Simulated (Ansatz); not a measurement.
C3H5NO can be A, `CCOC#N`, or B, `N/C=C/C=O`.

Gas-phase electronic energies from Ansatz, PBE0-D4/def2-TZVP geometries. CCSD(T)/CBS adds triple-zeta CCSD(T) − MP2 to the extrapolated MP2 energy (def2 sets, frozen cores). DFT in def2-TZVPP. B3LYP here is the variant with VWN-RPA as its local correlation; programs differ in this. Each species was taken in one conformer, which may not be the lowest.

Q: Which isomer does CCSD(T)/CBS put lower? Give the gap. (An estimate is asked.)

A: The calculation gave: B, by 46.8 kJ/mol.

Q: Give E(B) − E(A) in kJ/mol with ωB97M-V, CCSD(T)/def2-SVP, HF/def2-TZVPP, BLYP-D4, LDA (SPW92), B3LYP-D4, CCSD(T)/def2-TZVPP. (An estimate is asked.)

A: The calculation gave: ωB97M-V -53.2, CCSD(T)/def2-SVP -33.3, HF/def2-TZVPP -38.6, BLYP-D4 -70.2, LDA (SPW92) -91.5, B3LYP-D4 -66.5, CCSD(T)/def2-TZVPP -38.0. None reverses the order clearly.

Q: Does the order hold for the free energy at 298.15 K (harmonic terms from PBE0-D4)? (Estimate.)

A: Computed: Yes: G(B) − G(A) = -50.5 kJ/mol, for one conformer each. Modes under 60 cm⁻¹, often nearly free rotors, make the harmonic entropy too high.

Largest T1 diagnostic: 0.016.

At CCSD(T), def2-SVP lies +13.5 kJ/mol from the extrapolated value and def2-TZVPP +8.8 kJ/mol. Leaving LDA and LC-ωPBE aside and taking each functional with its dispersion term where it has one, the values, not all of them listed here, spread over 27.2 kJ/mol, from PBE-D4 to ωB97X-V. LDA lies −14.3 kJ/mol from PBE without D4.
